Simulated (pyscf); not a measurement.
H₂B–O–SiH₃ → HB=O + SiH₄, an elimination (singlet surface; B–H, O–Si broken, H–Si formed). PySCF, gas phase, ωB97X-D3(BJ)/def2-SVP geometries. MP2 and CC: frozen core, UHF for open shells. ΔMP2 is the change of the MP2 total energy from the triple- to the quadruple-zeta basis. Energies in kJ/mol from the reactant's lowest minimum found.

Small-basis levels: PySCF, no dispersion term, spherical d functions. AM1 to PM7: differences of heats of formation from MOPAC. Cost: rough CPU time at the saddle relative to B3LYP/6-31G*, from one job on a shared machine.

| level | barrier | reaction energy | cost |
|---|---|---|---|
| SVWN5/6-31G* | 169.4 | +140.1 | 1 |
| BP86/6-31G* | 176.6 | +99.0 | 1 |
| PBE/6-31G* | 171.3 | +104.0 | 1 |
| B3LYP/STO-3G | 308.8 | +114.0 | 0.7 |
| B3LYP/LANL2DZ | 242.4 | +83.5 | 1.0 |
| M06-2X/6-31G* | 208.9 | +133.9 | 2 |
| B3LYP/6-311+G** | 191.2 | +90.7 | 1 |
| PBE/def2-SVP | 164.3 | +96.4 | 1 |
| B3LYP/def2-SVP | 194.2 | +100.1 | 0.9 |
| PM3 | 264.9 | +106.9 | under 0.02 |
| PM6 | 178.4 | +101.4 | under 0.02 |
| PM7 | 297.0 | +187.7 | under 0.02 |
| CCSD(T)/def2-TZVPP + ΔMP2(QZVPP) | 200.2 | +121.3 | – |

Against the last row the barrier runs from -35.9 (PBE/def2-SVP) to +108.6 kJ/mol (B3LYP/STO-3G); B3LYP/def2-SVP happens to lie closest here (6.0 kJ/mol apart). CCSD(T)/def2-TZVPP + ΔMP2(QZVPP) has limits of its own. At the saddle there is also a short B–Si contact that neither side keeps. This is the saddle that the search found; another between the same sides may lie lower. The CCSD(T) − MP2 part came from Ansatz, without density fitting, on the same reference.
